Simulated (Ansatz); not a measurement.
This geometry of BFH2 + H3P (8 atoms, charge 0, multiplicity 1) is a first-order saddle point.

Computed with Ansatz, RKS PBE-D4/def2-SVP.

```xyz
8
Properties=species:S:1:pos:R:3
B 0.173 -0.287 0.217
H -0.388 0.361 1.210
H 1.320 0.110 0.299
F -0.558 -0.207 -0.933
P 0.569 -2.302 0.881
H -0.760 -2.854 0.748
H 0.825 -2.477 -0.523
H -0.398 -0.766 1.278
```

Task: Which two structures does it join? (They come from a converged band through this point; their orientation in space is the band's.)

Result: Bonds broken: B1–H2, P5–H8. Bonds formed: B1–P5, H2–H8. BFH2 + H3P becomes BFH3P + H2.

Image 0:

```xyz
8
Properties=species:S:1:pos:R:3
B -0.001 0.315 0.022
H -0.229 0.767 1.131
H 1.113 0.143 -0.438
F -1.043 0.065 -0.767
P 0.229 -2.908 1.157
H -0.700 -2.701 0.076
H 1.359 -2.540 0.343
H 0.055 -1.563 1.653
```

Image 6:

```xyz
8
Properties=species:S:1:pos:R:3
B 0.160 -0.758 -0.357
H -0.329 0.963 2.274
H 1.147 -0.040 -0.395
F -0.989 -0.260 -0.816
P 0.211 -2.483 0.485
H -0.672 -3.181 -0.405
H 1.443 -2.908 -0.115
H -0.186 0.244 2.507
```

Task: How far does it lie above each of them?

Result: 68.7 kJ/mol above the first and 69.0 kJ/mol above the second. This is the barrier of this one path; another mechanism may lie lower. The orbitals stay closed-shell, which can raise the energy where a bond breaks towards radicals; this wasn't checked here.

Run time: 2.6 min on 1 thread of Intel(R) Xeon(R) 6975P-C (Granite Rapids) (shared host), peak memory 0.14 GiB.
